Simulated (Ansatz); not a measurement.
**BH₂− (triplet): wave-function methods side by side at distance B1–H2 = 1.360 Å, aug-cc-pVDZ**

How much of the correlation energy of BH₂− (triplet) does each wave-function method recover here?

Method: aug-cc-pVDZ, core rule «outside noble gas», up to 1 orbitals frozen; program: Ansatz 0.2.0, Gaussian basis.

To be run: UHF; CCSD(T) on ROHF; CCSD(T) on UHF; BCCD(T) on ROHF; CISD; CCSDT(Q) on ROHF; CCSDT(Q) on UHF; CCSDTQ on ROHF; CASSCF and MRCISD+Q, 4 electrons in 4 orbitals; CASSCF and NEVPT2, 4 electrons in 4 orbitals; CASSCF and MRCISD+Q, 6 electrons in 6 orbitals; CASSCF and NEVPT4(SD), 6 electrons in 6 orbitals; CASSCF and NEVPT2, 6 electrons in 6 orbitals; Full CI.

### 1 What is computed

The geometry derives from a PBE0/def2-TZVPD stationary point (not a proven minimum). One bond is set to the value named and the two fragments are kept rigid.

3 atoms, charge -1, spin multiplicity 3.

Atoms are counted from 1 here; the program's logs count them from 0.

Bond lengths: B1–H2 1.360 Å, B1–H3 1.209 Å. Angles: H2–B1–H3 128.9°.

### 2 UHF

Contents of in.yaml:

```yaml
crystal:
  periodic: [false, false, false]
  atoms:
    - {symbol: B, position_ang: [0.000000, -0.087003, 0.010699]}
    - {symbol: H, position_ang: [0.000000, 0.499104, -1.216525]}
    - {symbol: H, position_ang: [0.000000, 0.434081, 1.101772]}
basis:
  gaussian: {orbitals: aug-cc-pVDZ}
total_charge: -1
magnetization: {spin_polarized: true, initial_magnetization: 2}
hamiltonian: {xc: hf}
output: {orbitals: {seedname: orbitals}}
```

Command:

```console
> ansatz run in.yaml --threads 1 --pin off --events-out ev --progress --plain --max-ram 4096MiB --backend cpu
```

Further steps of the session: CCSD(T) on ROHF; CCSD(T) on UHF; BCCD(T) on ROHF; CISD; CCSDT(Q) on ROHF; CCSDT(Q) on UHF; CCSDTQ on ROHF; CASSCF and MRCISD+Q, 4 electrons in 4 orbitals; CASSCF and NEVPT2, 4 electrons in 4 orbitals; CASSCF and MRCISD+Q, 6 electrons in 6 orbitals; CASSCF and NEVPT4(SD), 6 electrons in 6 orbitals; CASSCF and NEVPT2, 6 electrons in 6 orbitals; Full CI.

**Question.** What will the summary of the whole plan be? Wanted: FCI from the RHF energy; RMP2 from FCI; UMP2 from FCI; RCCSD from FCI; RCCSD(T) from FCI; UCCSD(T) from FCI; RCCSDT(Q) from FCI; UCCSDT(Q) from FCI; NEVPT2 pair from FCI.

As calculated:

```
                         quantity                                                                                                        value
          FCI from the ROHF energy                                                                                                   -3.1729 eV
                    RMP2 from FCI                                                                                              +16.20 kcal/mol
                    UMP2 from FCI                                                                                              +16.00 kcal/mol
                   RCCSD from FCI                                                                                               +2.49 kcal/mol
                RCCSD(T) from FCI                                                                                               +0.57 kcal/mol
                UCCSD(T) from FCI                                                                                               +0.56 kcal/mol
               RCCSDT(Q) from FCI                                                                                               +0.01 kcal/mol
               UCCSDT(Q) from FCI                                                                                                0.00 kcal/mol
             NEVPT2 pair from FCI                                                                                              +16.94 kcal/mol
           MRCISD+Q pair from FCI                                                                                               +0.26 kcal/mol
          NEVPT2 valence from FCI                                                                                              +16.63 kcal/mol
levels within 1 kcal/mol (43 meV)  RCCSD(T), UCCSD(T), BCCD(T), RCCSDT, UCCSDT, RCCSDT(Q), UCCSDT(Q), RCCSDTQ, MRCISD+Q pair, MRCISD+Q valence
                    T1 diagnostic                                                                                                        0.026
   effectively unpaired electrons                                                                                                         2.03
```

**Reading.** RCCSD(T) misses by +0.57 kcal/mol, 0.8 % of the correlation energy. One determinant dominates. Of the multireference levels listed MRCISD+Q pair comes nearest in total energy (+0.26 kcal/mol), which doesn't show that its space is the better one. These misses are within one basis, not against nature; the frozen cores of restricted and unrestricted runs differ, which can shift their rows.

Levels on UHF freeze UHF's core orbitals, full CI those of ROHF, so the U rows can settle a little off it for that reason alone.

With open shells the CI space here admits some triples and quadruples, so it is larger than plain CISD.
